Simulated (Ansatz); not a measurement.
**FH2SSi− (SMILES F[SiH2][S-]): single points off equilibrium**

One table from this session's results is given with a row withheld; the runs are named, their logs left out.

Method: single points in def2-TZVPPD; program: Ansatz 0.2.0, Gaussian basis.

Cores are frozen in the correlated methods.

### The starting structure

SMILES `F[SiH2][S-]`, 5 atoms, charge -1, spin multiplicity 1.

Atoms are counted from 1 here; the program's logs count them from 0.

Bond lengths: F1–Si2 1.749 Å, Si2–S3 2.087 Å, Si2–H4 1.437 Å, Si2–H5 1.566 Å. Angles: F1–Si2–S3 114.1°, F1–Si2–H4 95.3°, F1–Si2–H5 99.8°, S3–Si2–H4 122.4°, S3–Si2–H5 115.1°, H4–Si2–H5 106.3°.

As a file:

```xyz
5
FH2SSi
F    -0.33245   -0.17821    1.53757
Si    0.22758    0.14400   -0.08809
S    -1.15742    1.15042   -1.28191
H     0.63938   -1.20620   -0.35692
H     1.53348    0.94526    0.23418
```

Set-up of the first run:

The input, run/in.yaml:

```yaml
crystal:
  periodic: [false, false, false]
  atoms:
    - {symbol: F, position_ang: [-0.332446, -0.178212, 1.537565]}
    - {symbol: Si, position_ang: [0.227577, 0.144000, -0.088090]}
    - {symbol: S, position_ang: [-1.157417, 1.150422, -1.281910]}
    - {symbol: H, position_ang: [0.639377, -1.206204, -0.356917]}
    - {symbol: H, position_ang: [1.533478, 0.945257, 0.234181]}
basis:
  gaussian: {orbitals: "def2-TZVPPD.json"}
total_charge: -1
hamiltonian: {xc: pbe, dispersion: d4}
output: {forces: true}
```

The basis file named in the input lies beside it (Basis Set Exchange, JSON).

Run with:

```
> ansatz run in.yaml --threads 2 --pin off --events-out ev --progress --plain --max-ram 3481MiB
```

Among the steps run: PBE-D4/def2-TZVPPD; r2SCAN-D4/def2-TZVPPD; PBE0-D4/def2-TZVPPD; wB97M-V/def2-TZVPPD; CCSD(T)/def2-TZVPPD.

One table of the session follows, with a row left open; its other results are not shown here.

```
   method  RMS force component (eV/Å)  angle to CCSD(T) forces (°)
   PBE-D4                       0.908                         11.6
r2SCAN-D4                       1.030                          4.4
  PBE0-D4                           ?                            ?
  wB97M-V                       1.013                          4.2
  CCSD(T)                       1.020                    reference
```

**Question.** Estimate the row for PBE0-D4.

The run gave: RMS force component (eV/Å): 1.050; angle to CCSD(T) forces (°): 4.6. In the column «RMS force component (eV/Å)» it is the highest.
